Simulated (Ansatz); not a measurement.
**Counterpoise correction, worked out**

The pair of NH$_{4}$⁺ (SMILES [NH4+], atoms 1–5) and C$_{2}$H$_{4}$ (SMILES C=C, atoms 6–11), both closed shells, in one local arrangement (a lower one may exist), relaxed at PBE0-D4/def2-TZVP:

```xyz
11
angstrom
N 0.0862 -0.0819 -1.7165
H -0.8307 -0.3243 -2.0952
H 0.0340 -0.0312 -0.6640
H 0.3767 0.8228 -2.0906
H 0.7639 -0.7941 -1.9933
C 0.2489 -0.5157 1.4453
C -0.3899 0.6497 1.3604
H -0.2902 -1.4571 1.4952
H 1.3297 -0.5656 1.5390
H 0.1456 1.5942 1.3818
H -1.4743 0.7033 1.3377
```

Program: Ansatz 0.2.0. Basis: def2-TZVPPD. Cores are frozen in the correlated methods.

CCSD(T) total energies in eV:

| system | geometry | basis functions | energy |
| --- | --- | --- | --- |
| pair | pair | all | -3681.06114 |
| NH$_{4}$⁺ | as in the pair | all (partner as ghosts) | -1546.05258 |
| C$_{2}$H$_{4}$ | as in the pair | all (partner as ghosts) | -2134.51294 |
| NH$_{4}$⁺ | as in the pair | its own | -1546.04758 |
| C$_{2}$H$_{4}$ | as in the pair | its own | -2134.49275 |
| NH$_{4}$⁺ | free (PBE0-D4 minimum) | its own | -1546.06871 |
| C$_{2}$H$_{4}$ | free (PBE0-D4 minimum) | its own | -2134.49520 |

(1) Work out the interaction energy with and without the counterpoise correction, the superposition error, and the binding energy from the relaxed fragments.

T1 diagnostic: at most 0.011. The restricted Hartree–Fock reference is unstable towards an unrestricted one at one or more of these structures.

## Answers

(1) Without correction: -3681.06114 − (-1546.04758) − (-2134.49275) = -0.52081 eV.
With correction (each fragment in the whole basis): -3681.06114 − (-1546.05258) − (-2134.51294) = -0.49562 eV = -11.43 kcal/mol.
The superposition error is the difference, 0.02519 eV, 5 % of the uncorrected value: each fragment borrows its partner's functions.
Deformation from the free shapes: 0.02113 eV for NH$_{4}$⁺ and 0.00245 eV for C$_{2}$H$_{4}$.
Binding energy from relaxed fragments: -0.49562 + 0.02113 + 0.00245 = -0.47204 eV = -10.89 kcal/mol (electronic, without zero-point energy; negative means bound). For comparison, the corrected interaction energy by CCSD(T) at an estimated basis limit (MP2 extrapolated from triple and quadruple zeta, plus CCSD(T) − MP2 in triple zeta) is -0.515 eV; triple zeta with the correction binds less.

For scale, one of the runs: CCSD(T)/def2-TZVPPD, 247 basis functions, launched by `ansatz run in.yaml --threads 4 --pin off --events-out ev --progress --plain --max-ram 9574MiB`. The run took 67 s on 4 CPU threads of an Arm Neoverse V1 (shared host), with 5.2 GiB of host memory at its peak.
